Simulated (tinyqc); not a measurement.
Inside a calculation. Method: Pariser-Parr-Pople SCF with singles CI, for the molecule c1ccsc1 (SMILES; centres numbered as the heavy atoms are written). One step of it, computed by the program tinyqc.

Question. Iteration 1: orbitals and new P. Diagonalise F (the basis is taken as orthonormal) and form P = 2 sum c c over the lowest orbitals; 0.3 of the old P is kept.

F (eV), order 1C, 2C, 3C, 4S, 5C:
```
[[-4.912056, -4.080937, 0.459962, 0.545020, -4.172715],
 [-4.080937, -4.911683, -4.173180, 0.544959, 0.459818],
 [0.459962, -4.173180, -6.198733, -3.778538, 0.517092],
 [0.545020, 0.544959, -3.778538, -10.230045, -3.778768],
 [-4.172715, 0.459818, 0.517092, -3.778768, -6.199774]]
```

pi electrons, sum of z_r less the charge = 6

P at the start, order 1C, 2C, 3C, 4S, 5C:
```
[[1.185525, 0.632739, -0.227346, -0.261797, 0.667082],
 [0.632739, 1.185525, 0.667082, -0.261797, -0.227346],
 [-0.227346, 0.667082, 1.191603, 0.633457, -0.255610],
 [-0.261797, -0.261797, 0.633457, 1.245743, 0.633457],
 [0.667082, -0.227346, -0.255610, 0.633457, 1.191603]]
```

Give: orbital energies; P after iteration 1.

Answer.

orbital energies (eV): [-14.2323, -10.0361, -9.2621, -0.6367, 1.7148]

P after iteration 1, order 1C, 2C, 3C, 4S, 5C:
```
[[1.1093, 0.6188, -0.1460, -0.2624, 0.7132],
 [0.6188, 1.1093, 0.7133, -0.2623, -0.1460],
 [-0.1460, 0.7133, 1.1593, 0.5581, -0.3502],
 [-0.2624, -0.2623, 0.5581, 1.4629, 0.5581],
 [0.7132, -0.1460, -0.3502, 0.5581, 1.1593]]
```
